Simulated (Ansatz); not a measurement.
## Relative stability

Two relaxed structures of LiAlH$_{2}$, closed shell (PBE0-D4/def2-TZVP; forces vanish, vibrations not checked).

A:

```csv
atom,x (Å),y (Å),z (Å)
Li1,-2.3547,-0.6747,0.1698
Al2,0.1761,0.0503,-0.0126
H3,1.4177,-0.6159,0.7833
H4,0.7609,1.2402,-0.9404
```

B:

| atom | x (Å) | y (Å) | z (Å) |
| --- | --- | --- | --- |
| Li1 | -2.8633 | -0.3109 | -0.2701 |
| Al2 | -0.4533 | -0.2515 | 0.0826 |
| H3 | 0.6983 | -0.8293 | 1.0647 |
| H4 | -1.8298 | -1.0571 | 0.9168 |

Program: Ansatz 0.2.0. Basis: def2-TZVPP. Cores are frozen in the correlated methods. The outer core shell of Li, Na, Mg and K is correlated. B3LYP uses VWN-RPA correlation.

Task: Which structure is lower at CCSD(T), and by how much? (An estimate is asked for; the value comes from the calculation.)

Result: Computed: A, by 4.00 kcal/mol (electronic energy, against the other). By their contacts, A is LiAlH₂ ([Li][AlH2]) and B is LiAlH₂ ([H]1[Li][AlH]1).

All methods give the same order:

```
   method  E(B) − E(A) (kcal/mol)
   PBE-D4                    2.78
r2SCAN-D4                    3.42
  PBE0-D4                    3.61
 B3LYP-D4                    3.15
  wB97M-V                    3.05
       HF                    6.89
      MP2                    4.70
     CCSD                    4.28
  CCSD(T)                    4.00
```

T1 diagnostic: at most 0.013. The restricted Hartree–Fock reference is unstable towards an unrestricted one at one or more of these structures.

Labels in which every atom is bracketed show which atoms are joined, not bond orders.

For scale, one of the runs: CCSD(T)/def2-TZVPP, 89 basis functions, launched by `ansatz run in.yaml --threads 2 --pin off --events-out ev --progress --plain --max-ram 4352MiB`. The run took about 1.1 s on 2 CPU threads of an Arm Neoverse V1 (shared host).
